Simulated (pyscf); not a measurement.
Thermochemistry of product channels of PH₂• (SMILES [PH2]) + H₃Si–SiH₃ (SMILES [SiH3][SiH3]) on the doublet surface, in kcal/mol, from ωB97M-D3(BJ)/def2-TZVP energies (ideal gas, 1 atm, RRHO with modes under 100 cm⁻¹ raised to 100, one conformer, R ln 2 for chiral ones without a mode under 150 cm⁻¹). Structures and frequencies: ωB97X-D3(BJ)/def2-SVP in PySCF.

```
products                                                        ΔE  ΔH(298 K)  ΔG(600 K)  ΔG(1200 K)
------------------------------------------------------------  ----  ---------  ---------  ----------
H₃Si–PH₂ (SMILES [SiH3]P) + SiH₃• (SMILES [SiH3])             +4.2       +4.7       +3.4        +2.3
H₃Si–SiH₂–PH• (SMILES [SiH3][SiH2][PH]) + H₂ (SMILES [H][H])   [?]       -2.1       -0.7         [?]
```

Problem. What belongs in the gaps?

Solution. 
- H₃Si–SiH₂–PH• (SMILES [SiH3][SiH2][PH]) + H₂ (SMILES [H][H]), ΔE: -1.3
- H₃Si–SiH₂–PH• (SMILES [SiH3][SiH2][PH]) + H₂ (SMILES [H][H]), ΔG(1200 K): -1.3

These are energies of the channels, which say nothing of barriers. H₃Si–SiH₂–PH• lies 6.4 kcal/mol over its isomer H₃Si–P•–SiH₃ (electronic energy, ωB97M-D3(BJ)).
